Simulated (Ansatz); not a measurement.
# CH₅BSi (SMILES B=[SiH]C): functionals against CCSD(T) at one geometry

The atoms stand at a structure displaced at random from a GFN2-xTB minimum. How far do the functionals agree with CCSD(T) there?

Method: single points in def2-TZVPP; program: Ansatz 0.2.0, Gaussian basis.

Correlated methods freeze the cores.

## Step 1: The starting structure

8 atoms, charge 0, spin multiplicity 1.

Atoms are counted from 1 here; the program's logs count them from 0.

Bond lengths: B1–Si2 1.831 Å, B1–H4 1.156 Å, Si2–C3 1.973 Å, Si2–H5 1.459 Å, C3–H6 1.288 Å, C3–H7 1.204 Å, C3–H8 0.991 Å. Angles: Si2–B1–H4 155.3°, B1–Si2–C3 112.0°, B1–Si2–H5 140.6°, C3–Si2–H5 105.4°, Si2–C3–H6 119.6°, Si2–C3–H7 105.6°, Si2–C3–H8 115.8°, H6–C3–H7 111.4°, H6–C3–H8 104.7°, H7–C3–H8 97.8°.

As a file:

```
B    -1.8146    0.5591   -0.8713
Si   -0.0109    0.7081   -0.5969
C     0.6493   -0.6190    0.7053
H    -2.7717    0.4047   -1.5014
H     1.0816    1.6593   -0.7698
H     0.9704   -0.2383    1.8928
H     1.5660   -1.1776    0.1604
H     0.0716   -1.4123    0.8428
```

## Step 2: CCSD(T)/def2-TZVPP

File run/in.yaml:

```yaml
crystal:
  periodic: [false, false, false]
  atoms:
    - {symbol: B, position_ang: [-1.814600, 0.559100, -0.871300]}
    - {symbol: Si, position_ang: [-0.010900, 0.708100, -0.596900]}
    - {symbol: C, position_ang: [0.649300, -0.619000, 0.705300]}
    - {symbol: H, position_ang: [-2.771700, 0.404700, -1.501400]}
    - {symbol: H, position_ang: [1.081600, 1.659300, -0.769800]}
    - {symbol: H, position_ang: [0.970400, -0.238300, 1.892800]}
    - {symbol: H, position_ang: [1.566000, -1.177600, 0.160400]}
    - {symbol: H, position_ang: [0.071600, -1.412300, 0.842800]}
basis:
  gaussian: {orbitals: def2-TZVPP}
correlation: {method: ccsd_t}
output: {forces: true}
```

The command line of these runs was not kept.

## Step 3: PBE0-D4/def2-TZVPP

run/in.yaml: that of step 2 with these lines changed.

```diff
@@ -13,3 +13,3 @@
   gaussian: {orbitals: def2-TZVPP}
-correlation: {method: ccsd_t}
-output: {forces: true}
+hamiltonian: {xc: pbe0, dispersion: d4}
+output: {forces: true, orbitals: {seedname: orbitals}}
```

## Step 4: wB97M-V/def2-TZVPP

run/in.yaml: that of step 3 with these lines changed.

```diff
@@ -13,3 +13,3 @@
   gaussian: {orbitals: def2-TZVPP}
-hamiltonian: {xc: pbe0, dispersion: d4}
-output: {forces: true, orbitals: {seedname: orbitals}}
+hamiltonian: {xc: {name: wB97M-V}}
+output: {forces: true}
```

## Step 5: r2SCAN-D4/def2-TZVPP

run/in.yaml: that of step 4 with these lines changed.

```diff
@@ -13,3 +13,3 @@
   gaussian: {orbitals: def2-TZVPP}
-hamiltonian: {xc: {name: wB97M-V}}
+hamiltonian: {xc: r2scan, dispersion: d4}
 output: {forces: true}
```

## Step 6: PBE-D4/def2-TZVPP

run/in.yaml: that of step 5 with these lines changed.

```diff
@@ -13,3 +13,3 @@
   gaussian: {orbitals: def2-TZVPP}
-hamiltonian: {xc: r2scan, dispersion: d4}
+hamiltonian: {xc: pbe, dispersion: d4}
 output: {forces: true}
```

## Step 7: B97M-V/def2-TZVPP

run/in.yaml: that of step 6 with these lines changed.

```diff
@@ -13,3 +13,3 @@
   gaussian: {orbitals: def2-TZVPP}
-hamiltonian: {xc: pbe, dispersion: d4}
+hamiltonian: {xc: {name: B97M-V}}
 output: {forces: true}
```

## Step 8: HSE06-D4/def2-TZVPP

run/in.yaml: that of step 7 with these lines changed.

```diff
@@ -13,3 +13,3 @@
   gaussian: {orbitals: def2-TZVPP}
-hamiltonian: {xc: {name: B97M-V}}
+hamiltonian: {xc: hse06, dispersion: d4}
 output: {forces: true}
```

(Steps that only read results are left out.)

What does the calculation give? Wanted: energy less free atoms, CCSD(T)/def2-TZVPP; RMS force component; RMS force error; HOMO and LUMO, PBE0-D4; T1 diagnostic.

As calculated:

| quantity | value |
| --- | --- |
| energy less free atoms, CCSD(T)/def2-TZVPP | -24.892 eV |
| RMS force component | 1.889 to 1.931 eV/Å over the methods |
| RMS force error | PBE0-D4 0.137, wB97M-V 0.167, r2SCAN-D4 0.110, PBE-D4 0.161, B97M-V 0.119, HSE06-D4 0.132 eV/Å |
| HOMO and LUMO, PBE0-D4 | -5.69 and -2.88 eV |
| T1 diagnostic | 0.017 |

What this shows: Against CCSD(T) the functionals' energies less atoms differ by -1.083 to -0.698 eV, PBE-D4 by -1.083 eV. CCSD(T) in triple zeta still lacks some correlation energy of the bonds, so part of these gaps is its own basis error and they don't rank the functionals. The forces of r2SCAN-D4 come nearest to CCSD(T), those of wB97M-V are farthest. Frozen-core CCSD(T) forces in triple zeta carry basis errors of their own, and this is one geometry, so small gaps rank nothing. The restricted Hartree–Fock reference is unstable towards an unrestricted one at one or more of these structures.
